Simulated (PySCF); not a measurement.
Isomers of C4H7N. Method used: PBE0-D3(BJ)/def2-SVP geometry optimisation, gas phase in PySCF. One conformer each; no zero-point energy, no entropy. No frequencies were run at this level. Point groups hold within 0.08 Å.

Question: Rank from lowest to highest electronic energy at this level (kJ/mol).
A. `[C-:1]#[N+:2][CH2:3][CH2:4][CH3:5]` with N2–C3–C4–C5 -61°
B. isopropyl isocyanide, `[C-]#[N+]C(C)C`

Answer: B (0.0), A (6.2).

Neighbours under 10 kJ/mol apart ([C-]#[N+]C(C)C and [C-]#[N+]CCC) can change places with a better method, another conformer or zero-point energy.

```json
{"SMILES": "[C-]#[N+]C(C)C", "E (Eh)": "-210.94336", "E rel (kJ/mol)": "0.0", "dipole (D)": "3.99", "point group": "Cs", "A, B, C (MHz)": "7983, 4325, 3093"}
{"SMILES": "[C-]#[N+]CCC", "E (Eh)": "-210.94099", "E rel (kJ/mol)": "6.2", "dipole (D)": "3.89", "point group": "C1", "A, B, C (MHz)": "10309, 3462, 2853"}
```

How do the relative energies change in single points at PBE0/pcSseg-1 (no added dispersion term) on the same geometries?

| SMILES | PBE0-D3(BJ)/def2-SVP (kJ/mol) | PBE0/pcSseg-1 (kJ/mol) | shift |
| --- | --- | --- | --- |
| [C-]#[N+]C(C)C | 0.0 | 0.0 | 0.0 |
| [C-]#[N+]CCC | 6.2 | 6.7 | +0.5 |

Each column counts from its own lowest isomer. The order is unchanged; the largest shift is 0.5 kJ/mol.

As an exercise, what shares would exp(−E/RT) give at 2000 K from these electronic energies alone (no entropy, no degeneracies)?

RT = 16.629 kJ/mol: [C-]#[N+]C(C)C 59.2 %, [C-]#[N+]CCC 40.8 %.
